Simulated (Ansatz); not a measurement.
# H₄NSSi+ (SMILES N[SiH]=[SH+]): single points off equilibrium

The task here is to estimate one member of a computed series from the others.

Program: Ansatz 0.2.0, Gaussian basis. Level of theory: single points in def2-TZVPP. These are calculated values, not measurements.

Correlated methods freeze the cores.

## The starting structure

SMILES `N[SiH]=[SH+]`, 7 atoms, charge 1, spin multiplicity 1.

Atoms are counted from 1 here; the program's logs count them from 0.

Bond lengths: N1–Si2 1.679 Å, N1–H4 1.115 Å, N1–H5 1.125 Å, Si2–S3 2.172 Å, Si2–H6 1.203 Å, S3–H7 1.528 Å. Angles: Si2–N1–H4 120.6°, Si2–N1–H5 121.5°, H4–N1–H5 116.8°, N1–Si2–S3 107.0°, N1–Si2–H6 133.0°, S3–Si2–H6 120.0°, Si2–S3–H7 88.8°.

Coordinates:

```xyz
7

N    -0.79920    0.62600   -0.85880
Si   -0.19860   -0.24080    0.44740
S     1.95780   -0.34480    0.20500
H    -1.88930    0.84250   -0.94200
H    -0.11680    1.18000   -1.56030
H    -0.72340   -0.77230    1.39070
H     2.03240   -1.15110    1.50070
```

The first run:

Contents of run/in.yaml:

```yaml
crystal:
  periodic: [false, false, false]
  atoms:
    - {symbol: N, position_ang: [-0.799200, 0.626000, -0.858800]}
    - {symbol: Si, position_ang: [-0.198600, -0.240800, 0.447400]}
    - {symbol: S, position_ang: [1.957800, -0.344800, 0.205000]}
    - {symbol: H, position_ang: [-1.889300, 0.842500, -0.942000]}
    - {symbol: H, position_ang: [-0.116800, 1.180000, -1.560300]}
    - {symbol: H, position_ang: [-0.723400, -0.772300, 1.390700]}
    - {symbol: H, position_ang: [2.032400, -1.151100, 1.500700]}
basis:
  gaussian: {orbitals: def2-TZVPP}
total_charge: 1
correlation: {method: ccsd_t}
output: {forces: true}
```

The command line of these runs was not kept.

Steps of the session up to this table: CCSD(T)/def2-TZVPP; PBE0-D4/def2-TZVPP; wB97M-V/def2-TZVPP; r2SCAN-D4/def2-TZVPP; PBE-D4/def2-TZVPP; B97M-V/def2-TZVPP; BLYP-D4/def2-TZVPP.

One of the session's tables, all rows but one given; the rest of the session is left out.

| method | RMS force component (eV/Å) | angle to CCSD(T) forces (°) |
| --- | --- | --- |
| CCSD(T) | 3.742 | reference |
| PBE0-D4 | 3.796 | 1.1 |
| wB97M-V | ? | ? |
| r2SCAN-D4 | 3.745 | 0.7 |
| PBE-D4 | 3.655 | 2.2 |
| B97M-V | 3.700 | 1.9 |
| BLYP-D4 | 3.563 | 2.3 |

**Question.** Estimate the row for wB97M-V.

The run gave: RMS force component (eV/Å): 3.740; angle to CCSD(T) forces (°): 1.3. In the column «RMS force component (eV/Å)» it lies between B97M-V (3.700) and CCSD(T) (3.742).
